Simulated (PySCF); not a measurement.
**Electric field gradients and quadrupole coupling constants**

Compound: C4H7N.
SMILES with atom numbers: `[CH2:1]=[C:2]=[CH:3][CH2:4][NH2:5]` (hydrogens: H6, H7 on C1; H8 on C3; H9, H10 on C4; H11, H12 on N5)

Cartesian coordinates in Å at the PBE0-D3(BJ)/def2-SVP level; atoms count from 1:
```xyz
12
C4H7N angstrom
C      2.5091    0.1776   -0.1407
C      1.2967   -0.2565    0.0934
C      0.0766   -0.6858    0.3026
C     -1.0899   -0.4638   -0.6356
N     -2.1527    0.3681   -0.1066
H      2.8260    1.1784    0.1722
H      3.2482   -0.4478   -0.6528
H     -0.1348   -1.2199    1.2398
H     -0.7176   -0.0205   -1.5721
H     -1.5212   -1.4421   -0.9086
H     -1.7744    1.2701    0.1780
H     -2.5458   -0.0496    0.7352
```

Field gradients from the PBE0/pcSseg-1 density (PySCF, non-relativistic), principal values in atomic units, ordered |Vxx| ≤ |Vyy| ≤ |Vzz|:

```csv
atom,Vxx,Vyy,Vzz
N5,0.4788,0.6539,-1.1326
```

Problem. Find the asymmetry η = (Vxx − Vyy)/Vzz and the couplings χ = eQV/h (234.96 MHz × Q in barn × V in au), with Q(14N) = 0.02044 b.

Solution. 
```csv
atom,environment,nucleus,η,χzz (MHz),χxx (MHz),χyy (MHz)
N5,primary amine nitrogen,14N,0.15,-5.44,2.30,3.14
```

Problem. What is Vzz at N5 in SI units (1 au = 9.71736 × 10²¹ V/m²)?

Solution. -1.1326 au = -11.006 × 10²¹ V/m².

Problem. And the gradient at the other heavy atoms, for which no coupling is worked out here?

Solution. 
| atom | environment | Vzz (au) | η |
| --- | --- | --- | --- |
| C1 | outer carbon of cumulated double bonds | 0.151 | 0.26 |
| C2 | central carbon of cumulated double bonds | -0.468 | 0.12 |
| C3 | outer carbon of cumulated double bonds | 0.163 | 0.37 |
| C4 | sp3 carbon bound to nitrogen | 0.182 | 0.90 |

Problem. What couplings would deuterons (Q(2H) = 0.00286 b) have in place of the hydrogens, at this geometry?

Solution. 
```
atom  bonded to  bond length (Å)  Vzz (au)     η  χzz (kHz)
  H6         C1            1.095    0.3055  0.07        205
  H7         C1            1.095    0.3054  0.07        205
  H8         C3            1.099    0.2974  0.08        200
  H9         C4            1.101    0.2822  0.03        190
 H10         C4            1.103    0.2804  0.03        188
 H11         N5            1.019    0.3862  0.17        260
 H12         N5            1.019    0.3883  0.17        261
```

The structure is a single PBE0-D3(BJ)/def2-SVP conformer in the gas phase; no vibrational or solvent corrections. The basis is small and wasn't made for field gradients, so the couplings can be 20 % off.
